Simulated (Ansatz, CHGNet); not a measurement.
**LiTaO3 (R3c, No. 161): properties by level of theory**

```
level (code)           equilibrium lattice constant a (Å)  lattice parameter c (Å)
---------------------  ----------------------------------  -----------------------
CHGNet 0.3.0 (CHGNet)                               5.210                   13.958
PBE (Ansatz)                                        5.192                   13.922
PBE-D3(BJ) (Ansatz)                                 5.138                   13.831
```

Ansatz's density-functional and Hartree–Fock values are scalar-relativistic unless marked +SOC, with PAW data made under PBE.

The computed numbers hold no vibrational or temperature effects.

Ansatz is a program for electronic structure.
